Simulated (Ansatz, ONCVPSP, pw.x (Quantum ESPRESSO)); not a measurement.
pw.x on fcc Sc: one setting changed

Potential: optimised norm-conserving Vanderbilt (ONCV), ONCVPSP 4.0.1, PBEsol; core [Ne], reference 3s2 3p6 3d1 4s2; waves: 3s+4s: rc 2.10 bohr, ncon 5, nbas 8, qcut 6 1/bohr, 2 projectors; 3p: rc 1.70 bohr, ncon 4, nbas 8, qcut 8 1/bohr, 1 projector; 3d: rc 1.55 bohr, ncon 4, nbas 8, qcut 9.2 1/bohr, local; local part: the d channel; core correction: none.

The reference run (k-mesh 12³, cutoffs 90/360 Ry, Fermi–Dirac 0.01 Ry, mixing_beta 0.4, conv_thr 1e-9, no spin) gives 0.34 GPa at 23.782 Å³/atom, where all-electron LAPW gives 0.02 GPa. This run, with its own iteration cap, changes k-mesh points per axis to 2.

```
&control
  calculation='scf', prefix='x', pseudo_dir='./', outdir='./tmp', tstress=.true., disk_io='none'
/
&system
  ibrav=0, nat=1, ntyp=1, ecutwfc=90, ecutrho=360, nbnd=13,
  occupations='smearing', smearing='fd', degauss=0.01
/
&electrons
  conv_thr=1e-09, mixing_beta=0.4, electron_maxstep=60
/
ATOMIC_SPECIES
Sc 1.0 Sc.UPF
CELL_PARAMETERS angstrom
  0.00000000 2.28247551 2.28247551
  2.28247551 0.00000000 2.28247551
  2.28247551 2.28247551 0.00000000
ATOMIC_POSITIONS crystal
Sc 0.0000 0.0000 0.0000
K_POINTS automatic
2 2 2 0 0 0
```

```bash
pw.x < Sc.scf.in > Sc.scf.out
```

Question: How does the run end?

Answer: It converges in 7 iterations; the free energy moves by -683.1 meV/atom and the pressure by -15.92 GPa.

```
Message from routine setup:
     using ibrav=0 with symmetry is DISCOURAGED, use correct ibrav instead
     lattice parameter (alat)  =       6.0999  a.u.
     unit-cell volume          =     160.4889 (a.u.)^3
     number of electrons       =        11.00
     number of Kohn-Sham states=           13
     kinetic-energy cutoff     =      90.0000  Ry
     charge density cutoff     =     360.0000  Ry
     scf convergence threshold =      1.0E-09
     Exchange-correlation= PBESOL
     number of k points=     3  Fermi-Dirac smearing, width (Ry)=  0.0100
     iteration #  1     ecut=    90.00 Ry     beta= 0.40
     total energy              =     -93.97537389 Ry
     estimated scf accuracy    <       0.00368694 Ry
     iteration #  2     ecut=    90.00 Ry     beta= 0.40
     total energy              =     -93.97570962 Ry
     estimated scf accuracy    <       0.00049126 Ry
     iteration #  3     ecut=    90.00 Ry     beta= 0.40
     total energy              =     -93.97574780 Ry
     estimated scf accuracy    <       0.00008911 Ry
     iteration #  4     ecut=    90.00 Ry     beta= 0.40
     total energy              =     -93.97575066 Ry
     estimated scf accuracy    <       0.00000076 Ry
     iteration #  5     ecut=    90.00 Ry     beta= 0.40
     total energy              =     -93.97575084 Ry
     estimated scf accuracy    <       0.00000010 Ry
     iteration #  6     ecut=    90.00 Ry     beta= 0.40
     total energy              =     -93.97575084 Ry
     estimated scf accuracy    <          2.8E-09 Ry
     iteration #  7     ecut=    90.00 Ry     beta= 0.40
     the Fermi energy is     9.7661 ev
!    total energy              =     -93.97575084 Ry
     estimated scf accuracy    <          3.7E-10 Ry
     smearing contrib. (-TS)   =      -0.00588302 Ry
     The total energy is F=E-TS. E is the sum of the following terms:
     one-electron contribution =     -39.03272862 Ry
     hartree contribution      =      21.48171771 Ry
     xc contribution           =     -12.10913130 Ry
     ewald contribution        =     -64.30972560 Ry
     convergence has been achieved in   7 iterations
          total   stress  (Ry/bohr**3)                   (kbar)     P=     -155.82
     Message from routine punch:
     Nothing written, as per user request (disk_io='none')
```

The run took about 2.2 s on one core of a shared host (Intel(R) Xeon(R) 6975P-C, 192 threads, 756 GiB, load 158).
